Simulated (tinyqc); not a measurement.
Worked calculation: harmonic frequencies on the UHF/sto-3g surface (energies and gradients from PySCF), for BH, spin multiplicity 3. Computed by tinyqc, a small Python program that keeps every step (integrals from PySCF). Settings: charge = 0, multiplicity = 3, basis = sto-3g, delta = 0.01. Command: `OMP_NUM_THREADS=1 python tinyqc.py 20434 20435 out.jsonl` (the two numbers bound the seeds that draw the settings). One thread of a shared host (Intel(R) Xeon(R) Processor @ 2.60GHz), about 1 s of CPU time with the checks.

## One row of the Hessian: 1Bz

optimised positions (bohr):
```
           x         y          z
1B  0.000000  0.000000  -0.079541
2H  0.000000  0.000000   2.103438
```

gradient at +delta (hartree/bohr):
```
             x           y            z
1B  0.00000000  0.00000000   0.00369939
2H  0.00000000  0.00000000  -0.00369939
```

gradient at -delta (hartree/bohr):
```
             x           y            z
1B  0.00000000  0.00000000  -0.00362866
2H  0.00000000  0.00000000   0.00362866
```

Displace 1Bz by +/-0.01 bohr; H(k, :) = (g(+) - g(-)) / (2 delta).

row of the Hessian (hartree/bohr^2): 1Bx 0.00000000, 1By 0.00000000, 1Bz 0.36640264, 2Hx 0.00000000, 2Hy 0.00000000, 2Hz -0.36640264

## Hessian by finite differences

All rows are made in the same way, and the matrix is symmetrised.

Hessian (symmetrised) (hartree/bohr^2):
```
             1Bx          1By          1Bz          2Hx          2Hy          2Hz
1Bx   0.00000711   0.00000000   0.00000000  -0.00000711   0.00000000   0.00000000
1By   0.00000000   0.00000711   0.00000000   0.00000000  -0.00000711   0.00000000
1Bz   0.00000000   0.00000000   0.36640264   0.00000000   0.00000000  -0.36640264
2Hx  -0.00000711   0.00000000   0.00000000   0.00000711   0.00000000   0.00000000
2Hy   0.00000000  -0.00000711   0.00000000   0.00000000   0.00000711   0.00000000
2Hz   0.00000000   0.00000000  -0.36640264   0.00000000   0.00000000   0.36640264
```

## Normal modes

masses (u): 1B 11.009305, 2H 1.007825

Diagonalise H_ij / sqrt(m_i m_j); the 5 smallest eigenvalues belong to translations and rotations; wavenumber = sqrt(eigenvalue / 1822.888) x 219474.63; each mode has its largest component positive (the first on a tie); zero-point energy = sum of wavenumbers / 2, with 349.755 1/cm per kcal/mol.

eigenvalues of the mass-weighted Hessian (hartree/(bohr^2 u)): 0.000000  0.000000  0.000000  0.000008  0.000008  0.396839

harmonic wavenumbers of the vibrations (1/cm): 3238.3

mass-weighted modes:
```
        mode 1
1Bx   0.000000
1By   0.000000
1Bz  -0.289596
2Hx   0.000000
2Hy   0.000000
2Hz   0.957149
```

zero-point energy = 4.629322 kcal/mol
